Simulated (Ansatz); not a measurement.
```yaml
crystal:
  periodic: [false, false, false]
  atoms:
    - {symbol: Si, position_ang: [-1.043716, 0.045066, -0.388256]}
    - {symbol: S, position_ang: [0.974149, -0.071182, 0.345821]}
    - {symbol: H, position_ang: [-1.689875, 1.233834, 0.146187]}
    - {symbol: H, position_ang: [-1.656152, -1.218692, -0.033594]}
    - {symbol: H, position_ang: [1.438362, 0.993583, -0.295541]}
basis:
  gaussian: {orbitals: def2-TZVP}
magnetization: {spin_polarized: true, initial_magnetization: 1}
hamiltonian: {xc: pbe0}
relax: {f_tol: 0.004, max_steps: 80}
```

```sh
$ ansatz run in.yaml --threads 1 --pin off --events-out ev --progress --plain --max-ram 2176MiB
```

Steps of the relaxation (energy above the last step; positions in Å, forces in eV/Å):

```
5
step 1, 61.1 meV
Si   -1.044    0.045   -0.388    1.119    0.206   -0.499
S     0.974   -0.071    0.346   -0.308   -0.514    0.127
H    -1.690    1.234    0.146   -0.476    0.428    0.261
H    -1.656   -1.219   -0.034   -0.394   -0.529    0.316
H     1.438    0.994   -0.296    0.059    0.409   -0.205
```

```
5
step 2, 14.5 meV
Si   -0.992    0.046   -0.420    0.220   -0.240   -0.106
S     1.018   -0.160    0.282   -0.139    0.447   -0.230
H    -1.693    1.236    0.113   -0.031    0.203    0.115
H    -1.670   -1.188    0.029   -0.124   -0.141    0.044
H     1.359    1.049   -0.229    0.074   -0.269    0.177
```

```
5
step 3, 3.2 meV
Si   -1.009    0.028   -0.436    0.041    0.013   -0.015
S     1.003   -0.139    0.260    0.067    0.188   -0.086
H    -1.690    1.233    0.116   -0.006    0.049    0.004
H    -1.694   -1.203    0.043    0.034   -0.019    0.010
H     1.413    1.063   -0.209   -0.136   -0.231    0.087
```

```
5
step 7, 0.0 meV
Si   -1.007    0.021   -0.443   -0.002   -0.001   -0.002
S     1.008   -0.153    0.234    0.002   -0.002    0.001
H    -1.662    1.245    0.104   -0.001    0.003    0.001
H    -1.688   -1.203    0.060    0.001   -0.001    0.000
H     1.371    1.072   -0.180    0.000    0.001    0.000
```

Close pairs at the end: S2–H5 1.344 Å, Si1–H4 1.488 Å, Si1–H3 1.492 Å, Si1–S2 2.132 Å.

A stationary point of unrestricted PBE0 after 7 steps, with ⟨S²⟩ = 0.753 against 0.75 for a pure state; no frequencies were run, so it isn't proven a minimum. 20 s on 1 thread of Intel Xeon Platinum 8488C, shared host.
